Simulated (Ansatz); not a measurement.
**SiH$_{3}$, doublet: stretch scan**

Starting geometry (PBE0/def2-TZVP stationary point for this spin, not checked as a minimum):

```xyz
4

Si    0.0001   -0.0001   -0.0437
H     1.4153    0.0146    0.4091
H    -0.7211    1.2200    0.4030
H    -0.6968   -1.2329    0.4066
```

From there H4 moves along the line of the two atoms named below, all else staying in place; atoms are numbered as listed. Energies are in eV, counted from the starting geometry at the same level.

Basis cc-pVDZ; Ansatz 0.2.0. Only valence electrons are correlated (noble-gas cores frozen). R marks a restricted (for open shells ROHF) determinant, U an unrestricted one.

Unrestricted rows (U) aren't spin-pure: their determinants' ⟨S²⟩ exceeds S(S+1) by up to 0.60, so they mix in states of higher spin. Coupled cluster chose its determinant by trial CCSD, here up to 0.83 eV above the lowest Hartree–Fock solution of its kind. A value is left out where its run failed or describes another state than the reference as far as symmetry and spin tell, or, spin-broken singlets apart, can't be checked.

Full CI is exact within this basis and frozen core; it isn't the basis-set limit. The frozen core follows each run's orbitals, which can shift R against U totals by a few meV.

```csv
distance Si1-H4 (Å),full CI,unpaired electrons (full CI),error RHF,error RCCSD,error UCCSD(T),error RCCSDT(Q),error RCCSDTQ,error UCCSDTQ
1.170,1.531,1.03,-0.001,-0.006,-0.002,0.000,0.000,0.000
1.352,0.218,1.03,-0.010,-0.003,-0.001,0.000,0.000,0.000
1.486,0.000,1.03,0.000,0.000,0.000,0.000,0.000,0.000
1.629,0.135,1.04,0.024,0.005,0.002,0.000,0.000,0.000
1.778,0.486,1.05,0.065,0.012,0.004,0.000,0.000,0.000
2.020,1.219,1.07,0.172,0.029,0.009,0.000,0.000,0.000
2.395,2.272,1.19,0.464,0.075,0.041,0.001,0.000,0.000
2.803,3.000,1.41,–,0.122,0.059,0.000,0.000,0.000
3.294,3.274,1.17,-0.120,0.017,0.019,0.001,0.000,0.001
4.029,3.293,1.10,-0.164,0.004,0.017,0.000,0.000,0.001
5.142,3.293,1.10,-0.167,0.004,0.017,0.000,0.000,0.001
```

Unpaired electrons are Σ n²(2−n)² over natural occupations. Errors are those of relative energies. In total energy the starting point itself misses full CI by: RHF 3.411, RCCSD 0.078, UCCSD(T) 0.018, RCCSDT(Q) 0.000, RCCSDTQ 0.000, UCCSDTQ 0.000 eV.

Spread of the error over the points with a reference, to 5.142 Å (largest less smallest): RCCSDTQ 0.000, RCCSDT(Q) 0.001, UCCSDTQ 0.001, UCCSD(T) 0.061, RCCSD 0.129, RHF 0.631 (10 of 11 points) eV.

Going outwards, the relative energy of RHF first misses by more than 0.043 eV (1 kcal/mol) at 1.778 Å.
